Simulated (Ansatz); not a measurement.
**Si–CH₃: how the quartet less doublet moves with the basis**

Si–CH3, doublet; coordinates (Å): Si -0.001 0.000 0.686; C -0.012 0.000 -1.203; H -0.443 -0.894 -1.661; H -0.443 0.894 -1.661; H 1.061 0.000 -1.462. Quantity: quartet less doublet, vertical.

Ansatz 0.2.0, basis cc-pVDZ or cc-pVTZ; geometries are PBE0/def2-TZVP minima. Wave-function levels freeze the cores; HF, MP2 and coupled cluster are restricted for singlets and unrestricted otherwise, Kohn–Sham unrestricted where that lies lower. The reference is CCSDT(Q) (coupled cluster only where its series has nearly closed). Semilocal and hybrid functionals correlate all electrons outside any core potential and usually lie nearer their basis limit than the reference, so part of their error here is the reference's basis and frozen-core error; RPA and the MP2 part of double hybrids freeze the same cores as the reference. None of these values is a measured one. Energies are electronic, without zero-point terms. No spin–orbit coupling and no scalar relativity. The species are chosen: bound, without strong static correlation by their natural occupations or amplitudes, in their lowest spin state as far as vertical gaps and like structures tell, and with a ladder that closes on the reference, so errors are smaller than for species at large; levels whose determinant breaks symmetry or spin markedly are left out.

```csv
level,cc-pVDZ (eV),cc-pVTZ (eV)
reference,1.806 (CCSDT(Q)),1.926 (CCSDT(Q))
MP2,1.626,1.758
CCSD(T),1.805,1.926
PBE,1.875,1.911
r2SCAN,1.651,1.692
PBE0,1.828,1.861
B2PLYP,2.010,2.078
RPA-PBE,2.015,2.058
```

From cc-pVDZ to cc-pVTZ the reference moves by 0.120 eV and PBE by 0.036; the step from CCSD(T) to the reference is 0.001 in the first and 0.001 in the last.
